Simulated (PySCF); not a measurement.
Ionising MgF

UHF-CCSD(T); basis Mg pcseg-2, F pcseg-2; no relativity; PySCF 2.14. Neutral (UHF): doublet (σ ↑), Re = 1.772 Å, ωe = 705 cm⁻¹, De = 4.38 eV.

MgF⁺ (RHF): singlet (closed shell), Re = 1.709 Å, ωe = 819 cm⁻¹, De = 4.15 eV to Mg⁺ + F. The energies at the minima are -299.42854 hartree for MgF and -299.14400 for MgF⁺.

(1) Work out the adiabatic ionisation energy, without and with harmonic zero-point energies (1 hartree = 27.2114 eV, 1 eV = 8065.5 cm⁻¹), and the change of the bond length.

Correlated steps freeze 2 core orbitals. For an ion De counts to the pair picked by the measured ionisation energies or electron affinities, which need not be the lowest pair at this level. Where the molecule has an RHF reference, its open-shell atoms are computed with UHF. States were picked by a PBE0 search and need not be the measured ground states.

Neutral and ion stand on different kinds of reference determinant, which adds to the error of the difference.

Results:

(1) At CCSD(T): 0.28454 hartree = 7.743 eV between the minima; the zero-point term (819.0 − 705.0)/2 cm⁻¹ = +0.007 eV makes it 7.750 eV. Re changes by -6.3 pm against the neutral. The electron leaves a σ orbital, and the shorter bond of the ion fits an antibonding orbital, or a change in how ionic the bond is.
